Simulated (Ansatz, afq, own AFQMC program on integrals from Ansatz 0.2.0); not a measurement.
C2H4, singlet: AFQMC among the cluster methods

```xyz
6

C     0.0000    0.0000    0.6615
C     0.0000    0.0000   -0.6615
H     0.0000    0.9232    1.2310
H     0.0000   -0.9232    1.2310
H     0.0000    0.9232   -1.2310
H     0.0000   -0.9232   -1.2310
```

Connectivity, by distances: CH2–CH2.

Basis 6-31G. Only valence electrons are correlated. Ansatz 0.2.0 and our own AFQMC program on the same integrals; the CISD trial comes from CCSD amplitudes, and released means the phaseless constraint is let go. Free AFQMC starts from the CCSD state and is never constrained. Its projection time is finite, and what remains of the start isn't in its error. Error bars are statistical, one sigma.

Determinant: UHF, the one that the program's search chose, which needn't be the lowest solution. The geometry is a point of a scan.

No full CI on the walks' own integrals is used here; CCSDT(Q) serves as the reference and is uncertain by about the last step of the cluster series.

Cautions: the determinant is a saddle point among determinants of its kind.

- T1 diagnostic: 0.0094
- weight of the determinant in the CISD state: 0.897
- ⟨S²⟩ of the determinant: 0.000
- size of the correlated space: 12 electrons in 24 orbitals

Reference: CCSDT(Q), correlation energy -5.776 eV. The released energy is read at 2.40 1/Eh (meV from the phaseless value at times in 1/Eh: -2 ± 9 at 0.24, -7 ± 8 at 0.51, -8 ± 9 at 0.99, -5 ± 9 at 1.62, 4 ± 11 at 2.40).

```json
{"level": "HF", "E − E(reference) (kcal/mol)": "133.20", "share of correlation (%)": "0.00"}
{"level": "MP2", "E − E(reference) (kcal/mol)": "20.82", "share of correlation (%)": "84.37"}
{"level": "CCSD", "E − E(reference) (kcal/mol)": "3.66", "share of correlation (%)": "97.25"}
{"level": "CCSD(T)", "E − E(reference) (kcal/mol)": "0.43", "share of correlation (%)": "99.67"}
{"level": "CCSDT", "E − E(reference) (kcal/mol)": "0.23", "share of correlation (%)": "99.83"}
{"level": "ph-AFQMC/HF", "E − E(reference) (kcal/mol)": "-0.23 ± 0.90", "share of correlation (%)": "100.17"}
{"level": "ph-AFQMC/CISD", "E − E(reference) (kcal/mol)": "0.03 ± 0.24", "share of correlation (%)": "99.97"}
{"level": "released AFQMC", "E − E(reference) (kcal/mol)": "0.13 ± 0.26", "share of correlation (%)": "99.90"}
{"level": "free AFQMC", "E − E(reference) (kcal/mol)": "0.24 ± 0.24", "share of correlation (%)": "99.82"}
```

Free projections are given only where their last times agree within the noise and don't stop above the reference; a slow remainder of the start can still hide under it. A walk keeps the symmetry of its determinant, which the program's search chose and which needn't be the lowest solution, so a lower state of the same spin and another symmetry isn't excluded. Released energies are given only where the last usable release times agree within the noise; a slower fall can still hide under it.
